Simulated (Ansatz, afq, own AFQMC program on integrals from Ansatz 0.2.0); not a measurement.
CH2Se, singlet → CH$_{2}$Se, triplet

| atom | x (Å) | y (Å) | z (Å) |
| --- | --- | --- | --- |
| C | 0.0000 | 0.0000 | 1.4656 |
| Se | 0.0000 | 0.0000 | -0.2750 |
| H | 0.0000 | 0.9241 | 2.0383 |
| H | 0.0000 | -0.9241 | 2.0383 |

Connectivity, by distances: CH2–Se.

E(triplet, charge +0) − E(singlet, charge +0) at this geometry, on RHF and UHF determinants.

Basis cc-pVDZ. Noble-gas cores (and the filled d shells of Ga–Kr and In–Xe) are frozen. AFQMC by an in-house program on the Cholesky factors that Ansatz 0.2.0 writes for its CCSD(T) run. The CISD trial takes its coefficients from CCSD amplitudes. Released means that phaseless walkers are propagated on without the constraint, phases kept. Error bars are statistical, one sigma. No spin–orbit coupling. The errors of all members are added in quadrature.

No full CI on the walks' own integrals is used here; CCSDT(Q) serves as the reference and is uncertain by about the last step of the cluster series. Each member takes its own surest rung, up to full CI.

Errors are counted within cc-pVDZ, not against nature.

Cautions: inner d shell frozen; no relativity below Rb; no spin-orbit coupling; CH₂Se (singlet): restricted determinant unstable towards unrestricted (UHF 173 meV lower, ⟨S²⟩ 0.43); CH₂Se (triplet): another spin lies lower, its ph-AFQMC/CISD value lies 27 ± 11 meV above CCSDT(Q).

```csv
level,vertical spin gap (kcal/mol)
MP2,39.9
CCSD,35.9
```

**Question.** From these cheaper values, estimate the vertical spin gap at the reference level in cc-pVDZ.

**Answer.** 38.8 kcal/mol (CCSDT(Q) in cc-pVDZ).

```json
{"level": "HF", "vertical spin gap (kcal/mol)": "16.2", "error against CCSDT(Q) (kcal/mol)": "-22.6"}
{"level": "CCSD(T)", "vertical spin gap (kcal/mol)": "38.6", "error against CCSDT(Q) (kcal/mol)": "-0.2"}
{"level": "CCSDT", "vertical spin gap (kcal/mol)": "38.5", "error against CCSDT(Q) (kcal/mol)": "-0.3"}
{"level": "ph-AFQMC/CISD", "vertical spin gap (kcal/mol)": "38.4 ± 0.6", "error against CCSDT(Q) (kcal/mol)": "-0.4 ± 0.6"}
{"level": "released AFQMC", "vertical spin gap (kcal/mol)": "37.7 ± 0.7", "error against CCSDT(Q) (kcal/mol)": "-1.1 ± 0.7"}
```

Correlation beyond CCSD(T) adds 0.2 kcal/mol. The perturbative (T) step is worth +2.7 kcal/mol.

A walk keeps the symmetry of its determinant, which the program's search chose and which needn't be the lowest solution, so a lower state of the same spin and another symmetry isn't excluded. Released energies are given only where the last usable release times agree within the noise; a slower fall can still hide under it.
